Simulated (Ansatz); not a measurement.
# BN₂H₄ radical: one species, many methods

The task here is to estimate one member of a computed series from the others.

The runs use Ansatz 0.2.0, Gaussian basis; functionals in def2-TZVPP, the program's frozen cores in correlated methods.

Levels to be run: LDA (SPW92), PBE-D4, revPBE-D4, BLYP-D4, r2SCAN-D4, B97M-V, PBE0-D4, B3LYP-D4, r2SCANh-D4, r2SCAN0-D4, HSE06-D4, BHLYP-D4, CAM-B3LYP-D4, LC-ωPBE, ωB97X-V, ωB97M-V, B2PLYP, PBE-QIDH; CCSD(T)/def2-SVP; CCSD(T)/def2-TZVPP; CCSD(T)/def2-QZVPP; extrapolation to the limit; RPA on PBE.

## The relaxed structure

All runs share one geometry, relaxed beforehand with PBE0-D4 in a triple-zeta def2 set.

SMILES `N[B]N`, 7 atoms, charge 0, spin multiplicity 2.

Atoms are counted from 1 here; the program's logs count them from 0.

Bond lengths: N1–B2 1.398 Å, N1–H4 1.003 Å, N1–H5 1.010 Å, B2–N3 1.398 Å, N3–H6 1.010 Å, N3–H7 1.003 Å. Angles: B2–N1–H4 122.3°, B2–N1–H5 124.1°, H4–N1–H5 113.5°, N1–B2–N3 127.6°, B2–N3–H6 124.1°, B2–N3–H7 122.3°, H6–N3–H7 113.5°.

The first run:

The input, in.yaml:

```yaml
crystal:
  periodic: [false, false, false]
  atoms:
    - {symbol: N, position_ang: [-1.022139, 0.109663, -0.711931]}
    - {symbol: B, position_ang: [-0.010786, -0.662381, -0.133788]}
    - {symbol: N, position_ang: [1.036776, -0.223502, 0.680544]}
    - {symbol: H, position_ang: [-1.739723, -0.289904, -1.287072]}
    - {symbol: H, position_ang: [-1.107228, 1.109304, -0.598079]}
    - {symbol: H, position_ang: [1.180608, 0.739071, 0.949334]}
    - {symbol: H, position_ang: [1.723793, -0.850351, 1.055293]}
basis:
  gaussian: {orbitals: def2-TZVPP}
magnetization: {spin_polarized: true, initial_magnetization: 1}
hamiltonian: {xc: lda}
output: {orbitals: {seedname: orbitals}}
```

Launch:

```
$ ansatz run in.yaml --threads 2 --pin off --events-out ev --progress --plain --max-ram 32768MiB --backend cpu
```

Steps of the session up to this table: LDA; PBE-D4 (GGA); revPBE-D4 (GGA); BLYP-D4 (GGA); r2SCAN-D4 (meta-GGA); B97M-V (meta-GGA); PBE0-D4 (hybrid); B3LYP-D4 (hybrid); r2SCANh-D4 (hybrid); r2SCAN0-D4 (hybrid); HSE06-D4 (hybrid); BHLYP-D4 (hybrid); CAM-B3LYP-D4 (range-separated); LC-ωPBE (range-separated); ωB97X-V (range-separated); ωB97M-V (range-separated); B2PLYP (double hybrid); PBE-QIDH (double hybrid).

One table of the session follows, with a row left open; its other results are not shown here.

It belongs to the step «Orbital energies across the functionals». 

| functional | HOMO (eV) | gap (eV) |
| --- | --- | --- |
| LDA (SPW92) | -3.89 | 1.79 |
| PBE-D4 | ? | ? |
| revPBE-D4 | -3.94 | 2.48 |
| BLYP-D4 | -3.79 | 2.06 |
| r2SCAN-D4 | -4.31 | 3.34 |
| B97M-V | -3.94 | 1.96 |
| PBE0-D4 | -5.19 | 4.58 |
| B3LYP-D4 | -4.91 | 3.79 |
| r2SCANh-D4 | -4.76 | 4.07 |
| r2SCAN0-D4 | -5.45 | 5.15 |
| HSE06-D4 | -4.78 | 3.80 |
| BHLYP-D4 | -6.27 | 6.30 |
| CAM-B3LYP-D4 | -6.48 | 6.55 |
| LC-ωPBE | -7.96 | 9.61 |
| ωB97X-V | -7.41 | 8.48 |
| ωB97M-V | -7.02 | 7.86 |

**Question.** Estimate the row for PBE-D4.

As computed: HOMO (eV): -3.96; gap (eV): 2.35. In the column «HOMO (eV)» it lies between r2SCAN-D4 (-4.31) and revPBE-D4 (-3.94).
